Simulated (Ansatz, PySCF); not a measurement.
This triplet is an excited state, 3.87 eV above the relaxed singlet at the level frozen-core full CI/6-31g // B3LYP-D3(BJ)/def2-TZVP (Ansatz, a program for electronic structure).

B3LYP has the VWN-RPA correlation part, as in Gaussian. 

OSi, SMILES `[O+]#[Si-]` (excited triplet) (charge 0, multiplicity 3)

Method: B3LYP-D3(BJ)/def2-TZVP (PySCF).

```yaml
highest_occupied_spin_orbital: -4.70 eV
dipole_moment: 2.61 D
total_energy: -364.6396 Ha
cost: around 7 core-seconds (rough)
```

Bond lengths (Å): O1–Si2 1.574.
Charge 0, spin multiplicity 3.
